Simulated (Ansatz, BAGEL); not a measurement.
How basis sets differ on C3H10NP (SMILES CP(C)(C)=N)

C3H10NP: 15 atoms, total charge 0, spin state singlet. As SMILES, `CP(C)(C)=N`. The shape is that of a PBE0-D4/def2-TZVP optimisation.

Quantity: the HOMO–LUMO gap, in eV. The values are calculated.

| level | kind | program | value (eV) | CPU time |
| --- | --- | --- | --- | --- |
| HF/ANO-RCC-MB (DKH2, density fitting with tzvpp-jkfit) | Hartree–Fock | BAGEL | 16.90 | 2.2 s |
| HF/STO-3G | Hartree–Fock | Ansatz | 17.72 | 0.59 s |
| HF/3-21G | Hartree–Fock | Ansatz | 14.75 | 1.5 s |
| HF/ANO-RCC-VDZ (DKH2, density fitting with tzvpp-jkfit) | Hartree–Fock | BAGEL | 10.90 | 2.5 s |
| HF/6-31G* (spherical functions) | Hartree–Fock | Ansatz | 14.35 | 3.8 s |
| HF/ANO-RCC-VDZP (DKH2, density fitting with tzvpp-jkfit) | Hartree–Fock | BAGEL | 11.08 | 5.9 s |
| HF/ANO-RCC-VTZP (DKH2, density fitting with tzvpp-jkfit) | Hartree–Fock | BAGEL | 10.43 | 16 s |

The values span 10.43 to 17.72 eV. A Hartree–Fock LUMO above zero doesn't converge with the basis: it sinks as sets grow more diffuse. Orbital gaps aren't excitation energies. CPU times are rough (shared hosts, several kinds of processor and program).
